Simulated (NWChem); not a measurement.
allene (C₃H₄); SMILES C=C=C

```xyz
7

C      0.0000     0.0000     1.3165
C      0.0000     0.0000     0.0000
C      0.0000     0.0000    -1.3165
H     -0.6663     0.6663     1.8909
H      0.6663    -0.6663     1.8909
H     -0.6663    -0.6663    -1.8909
H      0.6663     0.6663    -1.8909
```
Atoms are numbered in this order, from 1.

Level: PBE-D3(BJ)/def2-SVP (NWChem), optimised geometry, unscaled harmonic frequencies. 

Question: List the harmonic frequencies with IR intensities, and the thermochemistry.

Answer: 
```tsv
frequency (cm⁻¹)	IR intensity (km/mol)
359	5.5
359	5.5
809	54.6
809	54.6
849	0.0
954	0.0
954	0.0
1082	0.0
1338	5.5
1410	0.0
2024	67.8
3058	0.5
3061	0.0
3144	0.1
3144	0.1
```

```
Property                                                                            Value
-----------------------------------------------------------------------  ----------------
zero-point energy                                                           33.4 kcal/mol
thermal correction to the enthalpy at 298.15 K (with zero-point energy)     36.4 kcal/mol
heat capacity Cv                                                         12.3 cal/(mol K)
entropy at 298.15 K and 1 atm (symmetry number 4)                        58.3 cal/(mol K)
dipole moment                                                                      0.00 D
```

Rigid rotor and harmonic oscillator.
